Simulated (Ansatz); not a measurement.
Species: H3Si, SMILES `[SiH3]` (charge 0, multiplicity 2), formula H$_{3}$Si.

Task: How many basis functions does frozen-core CCSD(T)/cc-pVTZ // PBE-D3(BJ)/def2-TZVP (Ansatz, a quantum-chemistry and plane-wave program) use, how many core orbitals are frozen, and how many electrons are correlated?

Result: 76 basis functions and 5 frozen orbitals, which leaves 7 correlated electrons. Core time is of the order of seconds.
